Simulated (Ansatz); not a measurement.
# AlP+ (sextet): wave-function methods side by side, cc-pVTZ

An exercise on one series of results from a longer session: the logs are not shown, and one member is left open.

Computed with Ansatz 0.2.0, Gaussian basis. Level: cc-pVTZ, core rule «outside noble gas», up to 10 orbitals frozen.

The runs, in order: UHF; CCSD(T) on ROHF; CCSD(T) on UHF; BCCD(T) on ROHF; CISD; CCSDT(Q) on ROHF; CCSDT(Q) on UHF.

15 further runs of the same task are left out: 7 for a known fault of the program, 1 that didn't finish, 7 set aside as unsound or not needed.

**The system**

The geometry is a PBE0/def2-TZVP stationary point (not a proven minimum) of the parent state, kept for this charge and spin.

2 atoms, charge 1, spin multiplicity 6.

Atoms are counted from 1 here; the program's logs count them from 0.

Bond lengths: Al1–P2 2.460 Å.

The first run:

Contents of in.yaml:

```yaml
crystal:
  periodic: [false, false, false]
  atoms:
    - {symbol: Al, position_ang: [0.000000, 0.000000, 0.000000]}
    - {symbol: P, position_ang: [0.000000, 0.000000, 2.459800]}
basis:
  gaussian: {orbitals: cc-pVTZ}
total_charge: 1
magnetization: {spin_polarized: true, initial_magnetization: 5}
hamiltonian: {xc: hf}
output: {orbitals: {seedname: orbitals}}
```

Run with:

```bash
> ansatz run in.yaml --threads 1 --pin off --events-out ev --progress --plain --max-ram 2393MiB
```

Steps of the session up to this table: UHF; CCSD(T) on ROHF; CCSD(T) on UHF; BCCD(T) on ROHF; CISD; CCSDT(Q) on ROHF; CCSDT(Q) on UHF.

One table of the session follows, with a row left open; its other results are not shown here.

It belongs to the step «Misses and costs». 

| method | from UCCSDT(Q) (kcal/mol) |
| --- | --- |
| ROHF | +74.74 |
| UHF | +74.21 |
| RMP2 | ? |
| UMP2 | +16.75 |
| CISD | +4.00 |
| RCCSD | +3.79 |
| UCCSD | +3.68 |
| RCCSD(T) | +0.83 |
| UCCSD(T) | +0.73 |
| BCCD(T) | +0.82 |
| RCCSDT | +0.23 |
| UCCSDT | +0.12 |
| RCCSDT(Q) | +0.10 |
| UCCSDT(Q) | 0 |

Q: Estimate the row for RMP2 from the others.

As computed: from UCCSDT(Q) (kcal/mol): +16.72. In the column «from UCCSDT(Q) (kcal/mol)» it lies between CISD (+4.00) and UMP2 (+16.75).

Caveats from the session: Restricted and unrestricted rows rest on different reference determinants; where their highest levels disagree by more than a few hundredths of an eV, they describe different states and don't form one ladder.
